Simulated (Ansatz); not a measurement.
BH3P2 (`B1PP1`), relaxed with RKS PBE0-D4/def2-TZVP in the Gaussian-basis code of Ansatz from a PBE-D4/def2-SVP geometry. The force threshold is 0.005 eV/Å; the program also tests the step.

The species carries charge 0 and has multiplicity 1.

Start:

```xyz
6

B     0.680    0.429    0.051
P    -0.916    0.237   -0.964
P    -0.283   -0.987    0.873
H     1.702    1.067    0.123
H    -1.594    1.221   -0.153
H     0.411   -1.968    0.070
```

Q: By how much does the energy fall, and how many steps does the optimiser take? (An estimate is asked.)

A: The calculation gave: 2.76 kJ/mol, in 6 steps.

Q: Which bonds change most? (An estimate is asked.)

A: Ansatz gave: P2–P3 from 2.296 to 2.248 Å; B1–H4 from 1.207 to 1.184 Å; P3–H6 from 1.445 to 1.425 Å; P2–H5 from 1.445 to 1.425 Å.

Q: Give the relaxed structure. (Best estimate.)

A: Computed: 
```xyz
6

B     0.685    0.432    0.050
P    -0.904    0.222   -0.944
P    -0.284   -0.971    0.857
H     1.685    1.062    0.124
H    -1.574    1.198   -0.151
H     0.393   -1.943    0.065
```
